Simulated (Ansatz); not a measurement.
A run of Ansatz (development build ahead of 0.2.0) on singlet C3 at this shape:

```yaml
atoms:
  - { symbol: C, position_ang: [0.0771, 0.0137, -1.1059] }
  - { symbol: C, position_ang: [0.1587, 0.0082, -0.1215] }
  - { symbol: C, position_ang: [-0.0775, 0.0313, 1.1083] }
```

Its results:

- Converged: yes
- Total energy: -113.02959 hartree

Forces (eV/Å):
| atom | Fx | Fy | Fz |
| --- | --- | --- | --- |
| C1 | -4.531 | 0.298 | -55.728 |
| C2 | 5.041 | -0.349 | 52.703 |
| C3 | -0.510 | 0.051 | 3.026 |

(1) Which input gives this output? Name the method, the orbitals and the basis set, and write the input.

Results:

(1) RHF in def2-SVP. An unrestricted run that stays on the closed shell gives the same numbers.

```yaml
crystal:
  periodic: [false, false, false]
  atoms:
    - { symbol: C, position_ang: [0.07706, 0.01365, -1.10595] }
    - { symbol: C, position_ang: [0.15867, 0.00824, -0.12148] }
    - { symbol: C, position_ang: [-0.07748, 0.03134, 1.1083] }
basis:
  gaussian: { orbitals: def2-SVP }
hamiltonian:
  xc: hf
output:
  forces: true
```

Caution: no unrestricted run beside it, a lower state can exist.
